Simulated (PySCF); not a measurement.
# FH3NO−, a complex of two parts: interaction energy, part 3 of 3

PySCF 2.14.0. Atoms count from 0, parts from 1. Earlier steps stand in the parts before.

## Step 8: Coupled-cluster interaction energy: CCSD(T) and MP2, 1.21 Å

Job settings and geometry (Å):

```
{"job": {"kind": "intercc", "basis": "aug-cc-pVDZ", "basis_mid": "aug-cc-pVTZ", "basis_large": "aug-cc-pVQZ"}, "charge": -1, "multiplicity": 1, "parts": [{"atoms": "0-4", "charge": 0, "multiplicity": 1}, {"atoms": "5-5", "charge": -1, "multiplicity": 1}]}
O      0.465337    -0.690727    -0.355834
N      0.190917     0.236757     0.675963
H     -0.497779    -0.945614    -0.731618
H     -0.487237    -0.224939     1.285316
H     -0.364441     0.975633     0.239677
F     -1.651287    -1.137078    -1.048234
```

With the program's defaults for keys left out, this is: CCSD(T)/aug-cc-pVDZ and MP2/aug-cc-pVTZ, aug-cc-pVQZ counterpoise interaction energy, frozen core, gas phase.

Output:

```text
part 1, own basis, geometry of the cluster: E = -131.0246654013 (as before)

part 2, own basis, geometry of the cluster: E = -99.4507998838 (as before)

part 1, own basis, relaxed alone: E = -131.0392901138 (as before)

part 2, own basis, relaxed alone: E = -99.4507998838 (as before)

cluster
final grid: 5096 points
cycle   1  E = -230.5247007147  dE = -7.256e-02  |g| = 1.381e-01  |ddm| = 1.352e+00
cycle   2  E = -230.5329246239  dE = -8.224e-03  |g| = 7.050e-02  |ddm| = 2.987e-01
cycle   3  E = -230.5344636799  dE = -1.539e-03  |g| = 3.539e-02  |ddm| = 1.210e-01
cycle   4  E = -230.5350084672  dE = -5.448e-04  |g| = 6.491e-03  |ddm| = 8.844e-02
cycle   5  E = -230.5350356208  dE = -2.715e-05  |g| = 2.053e-03  |ddm| = 2.269e-02
cycle   6  E = -230.5350375130  dE = -1.892e-06  |g| = 9.097e-04  |ddm| = 4.966e-03
cycle   7  E = -230.5350378482  dE = -3.352e-07  |g| = 2.352e-04  |ddm| = 2.168e-03
cycle   8  E = -230.5350378907  dE = -4.252e-08  |g| = 5.948e-05  |ddm| = 8.451e-04
cycle   9  E = -230.5350378935  dE = -2.797e-09  |g| = 1.817e-05  |ddm| = 2.492e-04
cycle  10  E = -230.5350378938  dE = -2.325e-10  |g| = 7.591e-06  |ddm| = 6.333e-05
converged SCF energy = -230.5350378938

part 1 in the basis of the cluster
final grid: 5096 points
cycle   1  E = -131.0247403470  dE = -7.343e-05  |g| = 1.706e-03  |ddm| = 3.929e-01
cycle   2  E = -131.0247411022  dE = -7.552e-07  |g| = 1.923e-04  |ddm| = 4.053e-02
cycle   3  E = -131.0247411145  dE = -1.237e-08  |g| = 2.195e-05  |ddm| = 5.315e-03
cycle   4  E = -131.0247411146  dE = -1.063e-10  |g| = 1.315e-05  |ddm| = 1.880e-04
converged SCF energy = -131.0247411146

part 2 in the basis of the cluster
final grid: 5096 points
cycle   1  E = -99.4509632816  dE = -1.592e-04  |g| = 2.784e-03  |ddm| = 2.842e-01
cycle   2  E = -99.4509652291  dE = -1.948e-06  |g| = 3.415e-04  |ddm| = 3.983e-02
cycle   3  E = -99.4509652874  dE = -5.830e-08  |g| = 4.130e-05  |ddm| = 7.677e-03
cycle   4  E = -99.4509652894  dE = -2.019e-09  |g| = 1.592e-05  |ddm| = 8.786e-04
cycle   5  E = -99.4509652895  dE = -1.408e-10  |g| = 8.770e-06  |ddm| = 1.052e-04
converged SCF energy = -99.4509652895

Interaction energy (kcal/mol)
  counterpoise      -37.539
  uncorrected       -39.222
  dispersion part     0.000
  deformation         5.400
  binding           -32.139

Decomposition of the uncorrected value (kcal/mol)
  electrostatic     -70.592
  Pauli              85.233
  orbital           -52.020
  dispersion          0.000
  correlation        -1.843

Charge of each part in the cluster: -0.137 -0.863
part 1, own basis, geometry of the cluster: E = -131.0329739642 (as before)

part 2, own basis, geometry of the cluster: E = -99.4574528722 (as before)

part 1, own basis, relaxed alone: E = -131.0478255086 (as before)

part 2, own basis, relaxed alone: E = -99.4574528722 (as before)

cluster
final grid: 5096 points
cycle   1  E = -230.5395658075  dE = -7.251e-02  |g| = 1.386e-01  |ddm| = 1.386e+00
cycle   2  E = -230.5478361770  dE = -8.270e-03  |g| = 7.146e-02  |ddm| = 2.688e-01
cycle   3  E = -230.5493865444  dE = -1.550e-03  |g| = 3.570e-02  |ddm| = 1.116e-01
cycle   4  E = -230.5499427969  dE = -5.563e-04  |g| = 6.583e-03  |ddm| = 8.470e-02
cycle   5  E = -230.5499700068  dE = -2.721e-05  |g| = 2.106e-03  |ddm| = 2.046e-02
cycle   6  E = -230.5499720342  dE = -2.027e-06  |g| = 9.403e-04  |ddm| = 4.908e-03
cycle   7  E = -230.5499723822  dE = -3.480e-07  |g| = 2.423e-04  |ddm| = 2.235e-03
cycle   8  E = -230.5499724270  dE = -4.479e-08  |g| = 6.148e-05  |ddm| = 9.961e-04
cycle   9  E = -230.5499724299  dE = -2.924e-09  |g| = 1.893e-05  |ddm| = 2.576e-04
cycle  10  E = -230.5499724301  dE = -2.555e-10  |g| = 7.884e-06  |ddm| = 7.021e-05
converged SCF energy = -230.5499724301

part 1 in the basis of the cluster
final grid: 5096 points
cycle   1  E = -131.0329937317  dE = -1.851e-05  |g| = 7.426e-04  |ddm| = 3.444e-01
cycle   2  E = -131.0329938777  dE = -1.460e-07  |g| = 7.512e-05  |ddm| = 3.176e-02
cycle   3  E = -131.0329938799  dE = -2.206e-09  |g| = 4.983e-06  |ddm| = 3.782e-03
cycle   4  E = -131.0329938799  dE = -1.472e-11  |g| = 8.447e-07  |ddm| = 1.732e-04
converged SCF energy = -131.0329938799

part 2 in the basis of the cluster
final grid: 5096 points
cycle   1  E = -99.4575078316  dE = -5.036e-05  |g| = 1.400e-03  |ddm| = 2.780e-01
cycle   2  E = -99.4575083873  dE = -5.557e-07  |g| = 1.688e-04  |ddm| = 3.425e-02
cycle   3  E = -99.4575084090  dE = -2.174e-08  |g| = 4.265e-05  |ddm| = 6.481e-03
cycle   4  E = -99.4575084100  dE = -9.437e-10  |g| = 2.194e-05  |ddm| = 6.981e-04
converged SCF energy = -99.4575084100

Interaction energy (kcal/mol)
  counterpoise      -38.268
  uncorrected       -39.350
  dispersion part     0.000
  deformation         5.672
  binding           -32.596

Decomposition of the uncorrected value (kcal/mol)
  electrostatic     -70.595
  Pauli              85.261
  orbital           -52.028
  dispersion          0.000
  correlation        -1.988

Charge of each part in the cluster: -0.137 -0.863
part 1 in the basis of the cluster: E(HF) = -130.993636199  E2 = -0.398192681  E(CCSD corr) = -0.415607538  (T) = -0.012707624
part 2 in the basis of the cluster: E(HF) = -99.428567150  E2 = -0.240137482  E(CCSD corr) = -0.236828733  (T) = -0.006510284
cluster: E(HF) = -230.479562517  E2 = -0.636327832  E(CCSD corr) = -0.650031270  (T) = -0.019342215

Counterpoise interaction energy (kcal/mol)
  hf_small                 -35.993
  mp2_small                -34.737
  ccsd_small               -34.484
  ccsdt_small              -34.562
  hf_large                 -37.318
  mp2_large                -38.268
  hf_middle                -37.231
  mp2_middle               -37.539
  scs_mp2_large            -36.509
  mp2_limit                -38.736
  ccsdt_less_mp2             0.175
  ccsdt_limit_estimate     -38.562
  bsse_mp2_large             1.082
```

Run time: 2.3 min. Hardware: 1 thread of Arm Neoverse N1, shared host; peak memory 1.1 GiB.

Contacts at this geometry (a selection, picked against the atoms' radii; other short pairs can be missing):

```csv
atoms,distance (Å),kind (by distance and angle),angle (°)
H2···F5,1.21,hydrogen bond,172
```

Differences are taken before rounding.

```csv
method,interaction energy (kcal/mol),"from CCSD(T), limit estimate (kcal/mol)"
HF/aug-cc-pVDZ,-35.99,+2.57
MP2/aug-cc-pVDZ,-34.74,+3.82
CCSD/aug-cc-pVDZ,-34.48,+4.08
CCSD(T)/aug-cc-pVDZ,-34.56,+4.00
HF/aug-cc-pVQZ,-37.32,+1.24
MP2/aug-cc-pVQZ,-38.27,+0.29
SCS-MP2/aug-cc-pVQZ,-36.51,+2.05
"MP2, extrapolated",-38.74,-0.17
"CCSD(T), limit estimate",-38.56,0
```

These energies keep the parts at their geometry in the cluster; deforming them to it costs 5.67 kcal/mol (MP2).

## Step 9: Coupled-cluster interaction energy: CCSD(T) and MP2, 2.02 Å

Settings changed since step 8:

```diff
@@ -6,2 +6,2 @@
 H     -0.364441     0.975633     0.239677
-F     -1.651287    -1.137078    -1.048234
+F     -2.420293    -1.264721    -1.259312
```

Method: CCSD(T)/aug-cc-pVDZ and MP2/aug-cc-pVTZ, aug-cc-pVQZ counterpoise interaction energy, frozen core, gas phase.

Output:

```text
part 1, own basis, geometry of the cluster: E = -131.0246654013 (as before)

part 2, own basis, geometry of the cluster: E = -99.4507998838 (as before)

part 1, own basis, relaxed alone: E = -131.0392901138 (as before)

part 2, own basis, relaxed alone: E = -99.4507998838 (as before)

cluster
final grid: 5096 points
cycle   1  E = -230.5183200407  dE = -1.148e-02  |g| = 5.256e-02  |ddm| = 3.843e-01
cycle   2  E = -230.5196392052  dE = -1.319e-03  |g| = 2.544e-02  |ddm| = 1.086e-01
cycle   3  E = -230.5198929137  dE = -2.537e-04  |g| = 1.305e-02  |ddm| = 4.476e-02
cycle   4  E = -230.5199915799  dE = -9.867e-05  |g| = 3.930e-03  |ddm| = 3.460e-02
cycle   5  E = -230.5199993847  dE = -7.805e-06  |g| = 1.381e-03  |ddm| = 9.515e-03
cycle   6  E = -230.5200002624  dE = -8.777e-07  |g| = 4.330e-04  |ddm| = 3.596e-03
cycle   7  E = -230.5200003660  dE = -1.036e-07  |g| = 1.078e-04  |ddm| = 1.368e-03
cycle   8  E = -230.5200003749  dE = -8.815e-09  |g| = 3.833e-05  |ddm| = 3.995e-04
cycle   9  E = -230.5200003754  dE = -5.147e-10  |g| = 1.239e-05  |ddm| = 8.066e-05
converged SCF energy = -230.5200003754

part 1 in the basis of the cluster
final grid: 5096 points
cycle   1  E = -131.0246914447  dE = -2.585e-05  |g| = 9.236e-04  |ddm| = 1.637e-01
cycle   2  E = -131.0246917508  dE = -3.061e-07  |g| = 1.127e-04  |ddm| = 1.975e-02
cycle   3  E = -131.0246917567  dE = -5.853e-09  |g| = 1.088e-05  |ddm| = 3.004e-03
cycle   4  E = -131.0246917567  dE = -3.899e-11  |g| = 6.952e-06  |ddm| = 1.309e-04
converged SCF energy = -131.0246917567

part 2 in the basis of the cluster
final grid: 5096 points
cycle   1  E = -99.4508697375  dE = -6.700e-05  |g| = 1.777e-03  |ddm| = 1.443e-01
cycle   2  E = -99.4508707813  dE = -1.044e-06  |g| = 2.514e-04  |ddm| = 1.597e-02
cycle   3  E = -99.4508708213  dE = -4.008e-08  |g| = 6.472e-05  |ddm| = 3.171e-03
cycle   4  E = -99.4508708229  dE = -1.517e-09  |g| = 2.703e-05  |ddm| = 3.754e-04
cycle   5  E = -99.4508708233  dE = -4.053e-10  |g| = 4.555e-06  |ddm| = 2.582e-04
converged SCF energy = -99.4508708233

Interaction energy (kcal/mol)
  counterpoise      -28.465
  uncorrected       -29.010
  dispersion part     0.000
  deformation         5.400
  binding           -23.065

Decomposition of the uncorrected value (kcal/mol)
  electrostatic     -25.388
  Pauli               5.704
  orbital            -8.261
  dispersion          0.000
  correlation        -1.065

Charge of each part in the cluster: -0.034 -0.966
part 1, own basis, geometry of the cluster: E = -131.0329739642 (as before)

part 2, own basis, geometry of the cluster: E = -99.4574528722 (as before)

part 1, own basis, relaxed alone: E = -131.0478255086 (as before)

part 2, own basis, relaxed alone: E = -99.4574528722 (as before)

cluster
final grid: 5096 points
cycle   1  E = -230.5332624302  dE = -1.147e-02  |g| = 5.293e-02  |ddm| = 3.830e-01
cycle   2  E = -230.5345925815  dE = -1.330e-03  |g| = 2.576e-02  |ddm| = 1.003e-01
cycle   3  E = -230.5348485614  dE = -2.560e-04  |g| = 1.318e-02  |ddm| = 4.174e-02
cycle   4  E = -230.5349482997  dE = -9.974e-05  |g| = 4.011e-03  |ddm| = 3.303e-02
cycle   5  E = -230.5349562426  dE = -7.943e-06  |g| = 1.395e-03  |ddm| = 9.398e-03
cycle   6  E = -230.5349571379  dE = -8.954e-07  |g| = 4.507e-04  |ddm| = 3.514e-03
cycle   7  E = -230.5349572479  dE = -1.100e-07  |g| = 1.107e-04  |ddm| = 1.486e-03
cycle   8  E = -230.5349572572  dE = -9.241e-09  |g| = 3.804e-05  |ddm| = 4.915e-04
cycle   9  E = -230.5349572577  dE = -5.213e-10  |g| = 1.300e-05  |ddm| = 8.006e-05
converged SCF energy = -230.5349572577

part 1 in the basis of the cluster
final grid: 5096 points
cycle   1  E = -131.0329818354  dE = -7.439e-06  |g| = 4.570e-04  |ddm| = 1.248e-01
cycle   2  E = -131.0329819057  dE = -7.031e-08  |g| = 4.901e-05  |ddm| = 1.107e-02
cycle   3  E = -131.0329819068  dE = -1.111e-09  |g| = 2.887e-06  |ddm| = 1.300e-03
cycle   4  E = -131.0329819068  dE = -5.627e-12  |g| = 6.114e-07  |ddm| = 6.521e-05
converged SCF energy = -131.0329819068

part 2 in the basis of the cluster
final grid: 5096 points
cycle   1  E = -99.4574803054  dE = -2.422e-05  |g| = 1.007e-03  |ddm| = 1.336e-01
cycle   2  E = -99.4574806732  dE = -3.678e-07  |g| = 1.369e-04  |ddm| = 1.837e-02
cycle   3  E = -99.4574806896  dE = -1.642e-08  |g| = 4.091e-05  |ddm| = 3.602e-03
cycle   4  E = -99.4574806903  dE = -7.001e-10  |g| = 1.636e-05  |ddm| = 3.677e-04
converged SCF energy = -99.4574806903

Interaction energy (kcal/mol)
  counterpoise      -28.662
  uncorrected       -28.979
  dispersion part     0.000
  deformation         5.672
  binding           -22.990

Decomposition of the uncorrected value (kcal/mol)
  electrostatic     -25.343
  Pauli               5.664
  orbital            -8.262
  dispersion          0.000
  correlation        -1.038

Charge of each part in the cluster: -0.034 -0.966
part 1 in the basis of the cluster: E(HF) = -130.993526378  E2 = -0.397567217  E(CCSD corr) = -0.415032117  (T) = -0.012637218
part 2 in the basis of the cluster: E(HF) = -99.428358231  E2 = -0.238383980  E(CCSD corr) = -0.235122651  (T) = -0.006204106
cluster: E(HF) = -230.466385539  E2 = -0.636202244  E(CCSD corr) = -0.649961622  (T) = -0.019159379

Counterpoise interaction energy (kcal/mol)
  hf_small                 -27.925
  mp2_small                -28.082
  ccsd_small               -27.804
  ccsdt_small              -28.003
  hf_large                 -27.921
  mp2_large                -28.662
  hf_middle                -27.885
  mp2_middle               -28.465
  scs_mp2_large            -28.062
  mp2_limit                -28.779
  ccsdt_less_mp2             0.079
  ccsdt_limit_estimate     -28.700
  bsse_mp2_large             0.317
```

Run time: 2.4 min. Hardware: 1 thread of Arm Neoverse N1, shared host; peak memory 1.1 GiB.

Contacts at this geometry (a selection, picked against the atoms' radii; other short pairs can be missing):

```csv
atoms,distance (Å),kind (by distance and angle),angle (°)
H2···F5,2.02,hydrogen bond,172
```

Differences are taken before rounding.

```csv
method,interaction energy (kcal/mol),"from CCSD(T), limit estimate (kcal/mol)"
HF/aug-cc-pVDZ,-27.92,+0.77
MP2/aug-cc-pVDZ,-28.08,+0.62
CCSD/aug-cc-pVDZ,-27.80,+0.90
CCSD(T)/aug-cc-pVDZ,-28.00,+0.70
HF/aug-cc-pVQZ,-27.92,+0.78
MP2/aug-cc-pVQZ,-28.66,+0.04
SCS-MP2/aug-cc-pVQZ,-28.06,+0.64
"MP2, extrapolated",-28.78,-0.08
"CCSD(T), limit estimate",-28.70,0
```

These energies keep the parts at their geometry in the cluster; deforming them to it costs 5.67 kcal/mol (MP2).

## Step 10: Coupled-cluster interaction energy: CCSD(T) and MP2, 2.69 Å

Settings changed since step 9:

```diff
@@ -6,2 +6,2 @@
 H     -0.364441     0.975633     0.239677
-F     -2.420293    -1.264721    -1.259312
+F     -3.061131    -1.371090    -1.435210
```

With the program's defaults for keys left out, this is: CCSD(T)/aug-cc-pVDZ and MP2/aug-cc-pVTZ, aug-cc-pVQZ counterpoise interaction energy, frozen core, gas phase.

Output:

```text
part 1, own basis, geometry of the cluster: E = -131.0246654013 (as before)

part 2, own basis, geometry of the cluster: E = -99.4507998838 (as before)

part 1, own basis, relaxed alone: E = -131.0392901138 (as before)

part 2, own basis, relaxed alone: E = -99.4507998838 (as before)

cluster
final grid: 5096 points
cycle   1  E = -230.5034151116  dE = -4.290e-03  |g| = 3.301e-02  |ddm| = 2.480e-01
cycle   2  E = -230.5038726551  dE = -4.575e-04  |g| = 1.518e-02  |ddm| = 8.162e-02
cycle   3  E = -230.5039581342  dE = -8.548e-05  |g| = 6.993e-03  |ddm| = 2.780e-02
cycle   4  E = -230.5039901410  dE = -3.201e-05  |g| = 2.103e-03  |ddm| = 2.144e-02
cycle   5  E = -230.5039926451  dE = -2.504e-06  |g| = 7.594e-04  |ddm| = 5.742e-03
cycle   6  E = -230.5039929165  dE = -2.714e-07  |g| = 2.787e-04  |ddm| = 2.178e-03
cycle   7  E = -230.5039929541  dE = -3.765e-08  |g| = 6.707e-05  |ddm| = 9.643e-04
cycle   8  E = -230.5039929570  dE = -2.856e-09  |g| = 3.409e-05  |ddm| = 2.015e-04
cycle   9  E = -230.5039929574  dE = -3.977e-10  |g| = 6.931e-06  |ddm| = 6.589e-05
converged SCF energy = -230.5039929574

part 1 in the basis of the cluster
final grid: 5096 points
cycle   1  E = -131.0246765056  dE = -1.093e-05  |g| = 5.992e-04  |ddm| = 1.400e-01
cycle   2  E = -131.0246766682  dE = -1.625e-07  |g| = 8.196e-05  |ddm| = 1.693e-02
cycle   3  E = -131.0246766717  dE = -3.553e-09  |g| = 6.600e-06  |ddm| = 2.545e-03
cycle   4  E = -131.0246766717  dE = -1.464e-11  |g| = 4.220e-06  |ddm| = 5.993e-05
converged SCF energy = -131.0246766717

part 2 in the basis of the cluster
final grid: 5096 points
cycle   1  E = -99.4508323781  dE = -3.045e-05  |g| = 1.049e-03  |ddm| = 9.338e-02
cycle   2  E = -99.4508329310  dE = -5.528e-07  |g| = 1.654e-04  |ddm| = 1.223e-02
cycle   3  E = -99.4508329594  dE = -2.849e-08  |g| = 4.717e-05  |ddm| = 2.595e-03
cycle   4  E = -99.4508329606  dE = -1.187e-09  |g| = 2.260e-05  |ddm| = 3.145e-04
cycle   5  E = -99.4508329609  dE = -2.985e-10  |g| = 3.945e-06  |ddm| = 1.953e-04
converged SCF energy = -99.4508329609

Interaction energy (kcal/mol)
  counterpoise      -17.871
  uncorrected       -18.104
  dispersion part     0.000
  deformation         5.400
  binding           -12.471

Decomposition of the uncorrected value (kcal/mol)
  electrostatic     -15.524
  Pauli               0.679
  orbital            -3.055
  dispersion          0.000
  correlation        -0.204

Charge of each part in the cluster: -0.011 -0.989
part 1, own basis, geometry of the cluster: E = -131.0329739642 (as before)

part 2, own basis, geometry of the cluster: E = -99.4574528722 (as before)

part 1, own basis, relaxed alone: E = -131.0478255086 (as before)

part 2, own basis, relaxed alone: E = -99.4574528722 (as before)

cluster
final grid: 5096 points
cycle   1  E = -230.5183418865  dE = -4.253e-03  |g| = 3.313e-02  |ddm| = 2.087e-01
cycle   2  E = -230.5188008356  dE = -4.589e-04  |g| = 1.541e-02  |ddm| = 6.866e-02
cycle   3  E = -230.5188867555  dE = -8.592e-05  |g| = 7.047e-03  |ddm| = 2.586e-02
cycle   4  E = -230.5189191961  dE = -3.244e-05  |g| = 2.141e-03  |ddm| = 2.056e-02
cycle   5  E = -230.5189217262  dE = -2.530e-06  |g| = 7.601e-04  |ddm| = 6.021e-03
cycle   6  E = -230.5189220012  dE = -2.750e-07  |g| = 2.899e-04  |ddm| = 2.354e-03
cycle   7  E = -230.5189220412  dE = -3.996e-08  |g| = 6.787e-05  |ddm| = 1.073e-03
cycle   8  E = -230.5189220441  dE = -2.936e-09  |g| = 3.409e-05  |ddm| = 2.278e-04
cycle   9  E = -230.5189220445  dE = -3.949e-10  |g| = 7.330e-06  |ddm| = 6.549e-05
converged SCF energy = -230.5189220445

part 1 in the basis of the cluster
final grid: 5096 points
cycle   1  E = -131.0329773877  dE = -3.159e-06  |g| = 2.930e-04  |ddm| = 9.536e-02
cycle   2  E = -131.0329774229  dE = -3.516e-08  |g| = 3.383e-05  |ddm| = 9.085e-03
cycle   3  E = -131.0329774235  dE = -6.488e-10  |g| = 2.152e-06  |ddm| = 1.110e-03
converged SCF energy = -131.0329774235

part 2 in the basis of the cluster
final grid: 5096 points
cycle   1  E = -99.4574673281  dE = -1.217e-05  |g| = 6.937e-04  |ddm| = 8.539e-02
cycle   2  E = -99.4574675719  dE = -2.438e-07  |g| = 1.093e-04  |ddm| = 1.032e-02
cycle   3  E = -99.4574675849  dE = -1.297e-08  |g| = 3.548e-05  |ddm| = 2.310e-03
cycle   4  E = -99.4574675854  dE = -5.230e-10  |g| = 1.312e-05  |ddm| = 2.634e-04
converged SCF energy = -99.4574675854

Interaction energy (kcal/mol)
  counterpoise      -17.940
  uncorrected       -18.070
  dispersion part     0.000
  deformation         5.672
  binding           -12.268

Decomposition of the uncorrected value (kcal/mol)
  electrostatic     -15.518
  Pauli               0.671
  orbital            -3.033
  dispersion          0.000
  correlation        -0.190

Charge of each part in the cluster: -0.011 -0.989
part 1 in the basis of the cluster: E(HF) = -130.993499578  E2 = -0.397449146  E(CCSD corr) = -0.414919788  (T) = -0.012615309
part 2 in the basis of the cluster: E(HF) = -99.428327906  E2 = -0.237991733  E(CCSD corr) = -0.234753443  (T) = -0.006071239
cluster: E(HF) = -230.450340723  E2 = -0.635200870  E(CCSD corr) = -0.649116055  (T) = -0.018763120

Counterpoise interaction energy (kcal/mol)
  hf_small                 -17.892
  mp2_small                -17.742
  ccsd_small               -17.543
  ccsdt_small              -17.591
  hf_large                 -17.870
  mp2_large                -17.940
  hf_middle                -17.874
  mp2_middle               -17.871
  scs_mp2_large            -17.695
  mp2_limit                -17.993
  ccsdt_less_mp2             0.151
  ccsdt_limit_estimate     -17.842
  bsse_mp2_large             0.130
```

It took 2.4 min on 1 thread of Arm Neoverse N1, shared host; peak memory 1.1 GiB.

Contacts at this geometry (a selection, picked against the atoms' radii; other short pairs can be missing):

```csv
atoms,distance (Å),kind (by distance and angle),angle (°)
H2···F5,2.69,at van der Waals distance,–
```

Differences are taken before rounding.

```csv
method,interaction energy (kcal/mol),"from CCSD(T), limit estimate (kcal/mol)"
HF/aug-cc-pVDZ,-17.89,-0.05
MP2/aug-cc-pVDZ,-17.74,+0.10
CCSD/aug-cc-pVDZ,-17.54,+0.30
CCSD(T)/aug-cc-pVDZ,-17.59,+0.25
HF/aug-cc-pVQZ,-17.87,-0.03
MP2/aug-cc-pVQZ,-17.94,-0.10
SCS-MP2/aug-cc-pVQZ,-17.70,+0.15
"MP2, extrapolated",-17.99,-0.15
"CCSD(T), limit estimate",-17.84,0
```

These energies keep the parts at their geometry in the cluster; deforming them to it costs 5.67 kcal/mol (MP2).

## Step 11: The curve

Counterpoise interaction energies (kcal/mol):

```csv
H2···F5 (Å),HF,MP2 limit,CCSD(T) estimate,time
1.21,-37.32,-38.74,-38.56,2.3 min
1.28,-38.72,-40.32,-40.15,2.3 min
1.35,-39.15,-40.85,-40.70,2.6 min
1.41,-38.91,-40.64,-40.50,2.4 min
1.48,-38.22,-39.92,-39.80,2.4 min
1.68,-34.72,-36.16,-36.08,2.3 min
2.02,-27.92,-28.78,-28.70,2.4 min
2.69,-17.87,-17.99,-17.84,2.4 min
```

## Step 12: What came out

This closing draws on all 3 parts.

| quantity | value |
| --- | --- |
| point group | Cs |
| rotational constants (main isotopes) | 32.16, 5.95, 5.15 GHz |
| CCSD(T) estimate at 1.21 Å | -38.56 kcal/mol |
| CCSD(T) estimate at 1.28 Å | -40.15 kcal/mol |
| CCSD(T) estimate at 1.35 Å | -40.70 kcal/mol |
| CCSD(T) estimate at 1.41 Å | -40.50 kcal/mol |
| CCSD(T) estimate at 1.48 Å | -39.80 kcal/mol |
| CCSD(T) estimate at 1.68 Å | -36.08 kcal/mol |
| CCSD(T) estimate at 2.02 Å | -28.70 kcal/mol |
| CCSD(T) estimate at 2.69 Å | -17.84 kcal/mol |

In words: Relaxing lowered the energy by 0.058 eV in 6 steps; the close pair that moved most is O0–N1, from 1.452 to 1.414 Å. Along the rigid scan the CCSD(T) estimate is lowest at 1.35 Å (-40.70 kcal/mol), where MP2 at the limit misses it by -0.16 and Hartree-Fock by +1.55.
